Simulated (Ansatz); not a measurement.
**Redistribution: C2H3F3 + C2H4Cl2 → CClF3 + C3H7Cl**

Gas-phase species: C2H3F3 (1,1,1-trifluoroethane) `CC(F)(F)F`, singlet; C2H4Cl2 (1,1-dichloroethane) `CC(Cl)Cl`, singlet; CClF3 `FC(F)(F)Cl`, singlet; C3H7Cl (2-chloropropane) `CC(C)Cl`, singlet. The partners trade CH3 for Cl; both sit on C, so the bond types are kept.

Shapes, held fixed at every level: PBE0-D4/def2-TZVP. Programs: Ansatz 0.2.0. The zero-point and thermal change to 298 K, harmonic and unscaled (PBE0-D4/def2-TZVP), is -0.5 kJ/mol.

**What was measured.** Tabulated heats of formation (Active Thermochemical Tables, CRC Handbook of Chemistry and Physics): C2H3F3 -744.6 (CRC); C2H4Cl2 -127.4 (ATcT); CClF3 -710.3 (ATcT); C3H7Cl -144.9 (CRC) kJ/mol, which give ΔH(298 K) = +16.8 kJ/mol.

| level | kind | ΔH (kJ/mol) | computed − measured | CPU time (all species) |
| --- | --- | --- | --- | --- |
| PBE-D4/def2-TZVPP | GGA | +24.3 | +7.5 | 19 s |
| r2SCAN-D4/def2-TZVPP | meta-GGA | +25.8 | +9.0 | 34 s |
| B3LYP-D4/def2-TZVPP | global hybrid | +29.2 | +12.4 | 31 s |
| wB97M-V/def2-TZVPP | range-separated hybrid | +27.5 | +10.7 | 74 s |
| wB97X-V/def2-TZVPP | range-separated hybrid | +28.3 | +11.5 | 52 s |
| CCSD/def2-SVP | coupled cluster or CI | +22.9 | +6.1 | – |
| CCSD(T)/CBS estimate | coupled cluster or CI | +31.5 | +14.7 | – |

Nearest: CCSD/def2-SVP (+6.1); farthest: CCSD(T)/CBS estimate (+14.7). 3 of 7 levels lie within 10 kJ/mol. The heats of C2H3F3 (1,1,1-trifluoroethane), C3H7Cl (2-chloropropane) come from older tables and can be uncertain by 10 kJ/mol or more. The CCSD(T) estimate misses by more than it usually does, so one of the tabulated heats may be at fault. The CBS estimate extrapolates MP2 from def2-TZVPP and def2-QZVPP and adds CCSD(T) − MP2 in the triple-zeta set, cores frozen. Times are processor times on shared x86 and Arm servers, and rough.
